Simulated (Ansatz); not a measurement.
Ansatz (an electronic-structure program) input (BLYP/def2-TZVPD):

Ansatz 0.2 input:
```yaml
crystal:
  periodic: [false, false, false]
  atoms:
    - {symbol: O, position_ang: [-0.00000000, -0.00000000, -0.10852476]}
    - {symbol: H, position_ang: [0.00000000, 0.00000000, 0.86819804]}
basis:
  gaussian:
    orbitals: def2-TZVPD
hamiltonian:
  xc: {name: BLYP}
magnetization: {spin_polarized: true, initial_magnetization: 1}
output: {forces: true}
```

Output:

```
Functional definition: BLYP
integrals: 0.00 GiB planned
235 factors; their error is unknown
mean field: 0.08 GiB planned
mean field evaluation 1: about -2059.4712 eV, gradient 2.5e1 eV
mean field evaluation 2: about -2053.8125 eV, gradient 4.6e1 eV
mean field evaluation 4: about -2061.4705 eV, gradient 3.6e-1 eV
mean field evaluation 8: about -2061.4658 eV, gradient 2.6e-3 eV
mean field evaluation 16: about -2061.4706 eV, gradient 2.3e-1 eV
mean field -2061.46580027 eV, -75.7574708481 hartree, gradient 8.0e-6 eV, S^2 0.752201; 3 other end points of the search recorded, 0 dependent functions left out
the calculation of the forces begins
reference -2061.46604527 eV, -75.7574798518 hartree; 5, 4 occupied and 44, 45 virtual orbitals, 235 factors
Total energy: -2061.46604527 eV, -75.7574798518 hartree
Atom 0 at    -0.000000    -0.000000    -0.108525 Å, force    -0.000000    -0.000000    -0.510586 eV/Å
Atom 1 at     0.000000     0.000000     0.868198 Å, force     0.000000     0.000000     0.510586 eV/Å
Dipole moment:    -0.000000    -0.000000     0.333242 e Å
```
